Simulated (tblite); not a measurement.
Isomers of C4H6OS. Computed with GFN2-xTB (tblite): harmonic, unscaled wavenumbers at the GFN2-xTB geometry, gas phase. Against measured fundamentals such values can be off by several per cent, at times by over 20. One conformer each.

Electronic energies: GFN2-xTB at the same geometries; isomer energies are rough at this level and their order can be wrong.

| SMILES | electronic energy, lowest = 0 (kJ/mol) |
| --- | --- |
| C[S@](=O)C1=CC1 | 263.9 |
| C#CC[S@](C)=O | 179.8 |
| C[C@@H]1COC1=S | 0.0 |

How do GFN2-xTB zero-point energies change the relative energies?

```json
{"SMILES": "C[C@@H]1COC1=S", "ZPE (kJ/mol)": "242.1", "of it from modes above 1550 cm⁻¹": "108.1", "electronic (kJ/mol)": "0.0", "with ZPE, lowest = 0 (kJ/mol)": "0.0", "lowest mode (cm⁻¹)": "128", "rings": "1"}
{"SMILES": "C#CC[S@](C)=O", "ZPE (kJ/mol)": "227.0", "of it from modes above 1550 cm⁻¹": "124.7", "electronic (kJ/mol)": "179.8", "with ZPE, lowest = 0 (kJ/mol)": "164.8", "lowest mode (cm⁻¹)": "62", "rings": "0"}
{"SMILES": "C[S@](=O)C1=CC1", "ZPE (kJ/mol)": "229.5", "of it from modes above 1550 cm⁻¹": "121.3", "electronic (kJ/mol)": "263.9", "with ZPE, lowest = 0 (kJ/mol)": "251.2", "lowest mode (cm⁻¹)": "47", "rings": "1"}
```

The zero-point energies span 15.1 kJ/mol, from `C#CC[S@](C)=O` to `C[C@@H]1COC1=S`. The order is unchanged.

What do entropy and thermal enthalpy add at 298.15 K and 1 bar (rigid rotor, harmonic oscillator, one conformer each)?

```json
{"SMILES": "C[C@@H]1COC1=S", "point group": "C1", "symmetry number": "1", "S (J/(mol K))": "330.8", "H − H(0) (kJ/mol)": "18.77", "ZPE + H − H(0) − TS (kJ/mol)": "162.3"}
{"SMILES": "C#CC[S@](C)=O", "point group": "C1", "symmetry number": "1", "S (J/(mol K))": "360.8", "H − H(0) (kJ/mol)": "23.09", "ZPE + H − H(0) − TS (kJ/mol)": "142.6"}
{"SMILES": "C[S@](=O)C1=CC1", "point group": "C1", "symmetry number": "1", "S (J/(mol K))": "359.1", "H − H(0) (kJ/mol)": "22.30", "ZPE + H − H(0) − TS (kJ/mol)": "144.7"}
```
